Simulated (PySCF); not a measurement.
# Basis-set dependence of population analyses: `CC[S+](C)(C)=O`

Species: C4H11OS (charge +1).
Atom-mapped SMILES: `[CH3:1][CH2:2][S+:3]([CH3:4])([CH3:5])=[O:6]` (hydrogens: H7, H8, H9 on C1; H10, H11 on C2; H12, H13, H14 on C4; H15, H16, H17 on C5)

PBE0 throughout (PySCF), one geometry, spherical d and f functions. Isolated species at its PBE0-D3(BJ)/def2-SVP geometry (one conformer only). Atoms taken as equivalent share a column and are averaged. The first 7 of 8 kinds of atom are listed.

Mulliken charges (e):

| basis | functions | C1 | C2 | S3 | C4/C5 | O6 | H7/H8/H9 | H10/H11 |
| --- | --- | --- | --- | --- | --- | --- | --- | --- |
| STO-3G | 45 | -0.245 | -0.223 | +0.952 | -0.331 | -0.356 | +0.120 | +0.136 |
| 6-31G | 80 | -0.515 | -0.594 | +1.067 | -0.736 | -0.526 | +0.241 | +0.281 |
| 6-31G* | 110 | -0.569 | -0.550 | +1.021 | -0.735 | -0.464 | +0.246 | +0.275 |
| def2-SVP | 143 | -0.093 | -0.187 | +0.418 | -0.127 | -0.405 | +0.110 | +0.137 |
| pcSseg-1 | 164 | -0.281 | -0.368 | +0.556 | -0.334 | -0.456 | +0.174 | +0.207 |
| 6-311+G(2d,p) | 236 | -0.624 | -0.116 | +0.499 | -0.508 | -0.283 | +0.202 | +0.227 |
| def2-TZVP | 258 | -0.408 | -0.209 | +0.596 | -0.366 | -0.374 | +0.177 | +0.184 |

IAO charges (e):

| basis | functions | C1 | C2 | S3 | C4/C5 | O6 | H7/H8/H9 | H10/H11 |
| --- | --- | --- | --- | --- | --- | --- | --- | --- |
| STO-3G | 45 | -0.400 | -0.356 | +1.298 | -0.509 | -0.481 | +0.165 | +0.174 |
| 6-31G | 80 | -0.449 | -0.397 | +1.456 | -0.587 | -0.727 | +0.189 | +0.200 |
| 6-31G* | 110 | -0.431 | -0.419 | +1.682 | -0.606 | -0.800 | +0.180 | +0.190 |
| def2-SVP | 143 | -0.421 | -0.408 | +1.676 | -0.591 | -0.798 | +0.175 | +0.186 |
| pcSseg-1 | 164 | -0.427 | -0.415 | +1.683 | -0.597 | -0.806 | +0.178 | +0.188 |
| 6-311+G(2d,p) | 236 | -0.442 | -0.426 | +1.728 | -0.618 | -0.827 | +0.182 | +0.192 |
| def2-TZVP | 258 | -0.442 | -0.432 | +1.752 | -0.625 | -0.834 | +0.182 | +0.192 |

Hirshfeld charges (e):

| basis | functions | C1 | C2 | S3 | C4/C5 | O6 | H7/H8/H9 | H10/H11 |
| --- | --- | --- | --- | --- | --- | --- | --- | --- |
| STO-3G | 45 | -0.030 | +0.003 | +0.739 | -0.025 | -0.254 | +0.041 | +0.050 |
| 6-31G | 80 | -0.081 | -0.025 | +0.622 | -0.064 | -0.316 | +0.068 | +0.080 |
| 6-31G* | 110 | -0.078 | -0.025 | +0.545 | -0.061 | -0.256 | +0.067 | +0.081 |
| def2-SVP | 143 | -0.094 | -0.034 | +0.598 | -0.075 | -0.253 | +0.069 | +0.081 |
| pcSseg-1 | 164 | -0.093 | -0.036 | +0.575 | -0.074 | -0.246 | +0.070 | +0.082 |
| 6-311+G(2d,p) | 236 | -0.092 | -0.041 | +0.545 | -0.073 | -0.239 | +0.072 | +0.086 |
| def2-TZVP | 258 | -0.096 | -0.041 | +0.541 | -0.077 | -0.234 | +0.072 | +0.087 |

Some averages cover members that differ in this geometry, most widely: H7/H8/H9, Mulliken in 6-31G +0.209 to +0.258; H7/H8/H9, Mulliken in 6-31G* +0.218 to +0.262; H7/H8/H9, Mulliken in 6-311+G(2d,p) +0.177 to +0.220; H7/H8/H9, IAO in 6-31G +0.166 to +0.206 e.

Q: Which scheme is steadiest as the basis changes?

A: Largest range over the bases for any column: Hirshfeld 0.20 e, IAO 0.45 e, Mulliken 0.65 e. Hirshfeld charges move least and Mulliken charges most, counted in e. Without the minimal STO-3G basis the ranges are Hirshfeld 0.08, IAO 0.30, Mulliken 0.65 e.

Q: How much do the charges still move between the two largest bases, 6-311+G(2d,p) and def2-TZVP?

A: At most, over all atoms: Mulliken 0.216 e, IAO 0.024 e, Hirshfeld 0.005 e.

Q: What do the same runs give for the total energy and the frontier levels?

A: 
```csv
basis,energy (Eh),HOMO (eV),LUMO (eV)
STO-3G,-624.3653,-10.02,-1.53
6-31G,-631.5090,-13.36,-3.86
6-31G*,-631.7146,-13.75,-4.15
def2-SVP,-631.4352,-13.75,-4.17
pcSseg-1,-631.6844,-13.84,-4.31
"6-311+G(2d,p)",-631.8351,-13.85,-4.58
def2-TZVP,-631.8682,-13.86,-4.52
```
